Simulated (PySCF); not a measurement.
C₄H₆S.
Structure used (PBE0-D3(BJ)/def2-TZVP), in Å, numbered top down from 1:
```xyz
11
C4H6S angstrom
C      2.682    0.140    0.312
C      1.750   -0.353   -0.274
S      0.500   -1.055   -1.138
C     -0.899   -0.753   -0.016
C     -1.211    0.712    0.190
H      3.505    0.572    0.829
H     -1.727   -1.278   -0.500
H     -0.687   -1.261    0.926
H     -1.449    1.200   -0.756
H     -2.066    0.823    0.863
H     -0.359    1.228    0.636
```

The closed-shell ground state was solved at several levels (PySCF, density fitting, gas phase, non-relativistic). Geometry: PBE0-D3(BJ)/def2-TZVP, one conformer, isolated molecule.

| level | basis functions | HOMO (eV) | LUMO (eV) | gap (eV) | dipole (D) |
| --- | --- | --- | --- | --- | --- |
| PBE0/pcSseg-2 | 271 | -6.52 | -0.24 | 6.28 | 1.82 |
| B97-2/pcSseg-2 | 271 | -6.28 | -0.27 | 6.01 | 1.82 |
| wB97X-D/pcSseg-2 | 271 | -8.31 | 1.55 | 9.86 | 1.84 |

(1) Estimate the row for KT3/pcSseg-2, a basis of 271 functions; the other rows only guide the guess.

(2) Over all these levels, which gives the widest orbital gap and which the narrowest?

(3) In the pcSseg-2 basis, how does the gap go with the fixed share of exact exchange?

(4) How far do the dipole and the HOMO energy spread over the levels?

Results:

(1) HOMO -5.46 eV, LUMO -1.20 eV, gap 4.26 eV, dipole 1.76 D.

(2) wB97X-D/pcSseg-2 (range-separated hybrid) has the widest, 9.86 eV, and KT3/pcSseg-2 (GGA) the narrowest, 4.26 eV. From the narrowest to the widest the HOMO moves by -2.85 eV and the LUMO by +2.75 eV.

(3) KT3 (0 %) 4.26 eV; B97-2 (21 %) 6.01 eV; PBE0 (25 %) 6.28 eV. Each rise in the share widens the gap here.

(4) The dipole runs from 1.76 to 1.84 D (mean 1.81 D) and the HOMO from -8.31 to -5.46 eV.
